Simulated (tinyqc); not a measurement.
CCD on RHF in the sto-3g basis, for H2O, spin multiplicity 1, step by step. One step of it, computed by the program tinyqc.

Problem. Iteration 1: diagonalisation and new density. Diagonalise F' = X^T F X, C = X C', fill 5 alpha and 5 beta electrons from the bottom; D = 2 C_occ C_occ^T. Each column has its largest component positive (the first on a tie).

Fock matrix F (hartree):
```
,1O 1s,1O 2s,1O 2px,1O 2py,1O 2pz,2H 1s,3H 1s
1O 1s,-18.866955,-4.888010,0.000000,0.000000,-0.015391,-1.085158,-1.085158
1O 2s,-4.888010,-1.880270,0.000000,0.000000,-0.232359,-0.750383,-0.750383
1O 2px,0.000000,0.000000,0.239846,0.000000,0.000000,0.000000,0.000000
1O 2py,0.000000,0.000000,0.000000,0.094447,0.000000,-0.196266,0.196266
1O 2pz,-0.015391,-0.232359,0.000000,0.000000,0.140172,-0.240511,-0.240511
2H 1s,-1.085158,-0.750383,0.000000,-0.196266,-0.240511,-0.253778,-0.294415
3H 1s,-1.085158,-0.750383,0.000000,0.196266,-0.240511,-0.294415,-0.253778
```

X:
```
,1,2,3,4,5,6,7
1O 1s,-0.308447,0.000000,0.754633,0.000000,-0.619030,0.000000,0.149348
1O 2s,1.160474,0.000000,-0.306612,0.000000,-0.311097,0.000000,0.416787
1O 2px,0.000000,0.000000,0.000000,1.000000,0.000000,0.000000,0.000000
1O 2py,0.000000,0.906173,0.000000,0.000000,0.000000,0.701346,0.000000
1O 2pz,0.559221,0.000000,0.649492,0.000000,0.631900,0.000000,0.202033
2H 1s,-0.730924,-0.864503,-0.154168,0.000000,0.125382,0.367576,0.376636
3H 1s,-0.730924,0.864503,-0.154168,0.000000,0.125382,-0.367576,0.376636
```

Give: F' = X^T F X; orbital energies; coefficients C; D after iteration 1.

Solution.

F' = X^T F X (hartree):
```
,1,2,3,4,5,6,7
1,0.2945,0.0000,1.4023,0.0000,-1.1221,0.0000,0.2096
2,0.0000,0.7533,0.0000,0.0000,0.0000,0.1414,0.0000
3,1.4023,0.0000,-8.0890,0.0000,8.6044,0.0000,-3.5697
4,0.0000,0.0000,0.0000,0.2398,0.0000,0.0000,0.0000
5,-1.1221,0.0000,8.6044,0.0000,-8.7745,0.0000,3.8324
6,0.0000,0.1414,0.0000,0.0000,0.0000,-0.1449,0.0000
7,0.2096,0.0000,-3.5697,0.0000,3.8324,0.0000,-2.3344
```

orbital energies (hartree): MO1 -18.8786, MO2 -0.7770, MO3 -0.1667, MO4 0.1071, MO5 0.2398, MO6 0.6451, MO7 0.7751

coefficients C:
```
,MO1,MO2,MO3,MO4,MO5,MO6,MO7
1O 1s,0.9931,-0.2233,0.0000,-0.1444,0.0000,-0.1149,0.0000
1O 2s,0.0309,0.7751,0.0000,0.7140,0.0000,0.7744,0.0000
1O 2px,0.0000,0.0000,0.0000,0.0000,1.0000,0.0000,0.0000
1O 2py,0.0000,0.0000,0.5555,0.0000,0.0000,0.0000,1.0022
1O 2pz,0.0043,0.2124,0.0000,-0.6609,0.0000,0.8324,0.0000
2H 1s,-0.0068,0.1868,0.4947,-0.3475,0.0000,-0.7483,-0.7986
3H 1s,-0.0068,0.1868,-0.4947,-0.3475,0.0000,-0.7483,0.7986
```

D after iteration 1:
```
,1O 1s,1O 2s,1O 2px,1O 2py,1O 2pz,2H 1s,3H 1s
1O 1s,2.1138,-0.4910,0.0000,0.0000,0.1046,0.0035,0.0035
1O 2s,-0.4910,2.2231,0.0000,0.0000,-0.6142,-0.2071,-0.2071
1O 2px,0.0000,0.0000,2.0000,0.0000,0.0000,0.0000,0.0000
1O 2py,0.0000,0.0000,0.0000,0.6172,0.0000,0.5496,-0.5496
1O 2pz,0.1046,-0.6142,0.0000,0.0000,0.9637,0.5386,0.5386
2H 1s,0.0035,-0.2071,0.0000,0.5496,0.5386,0.8008,-0.1781
3H 1s,0.0035,-0.2071,0.0000,-0.5496,0.5386,-0.1781,0.8008
```
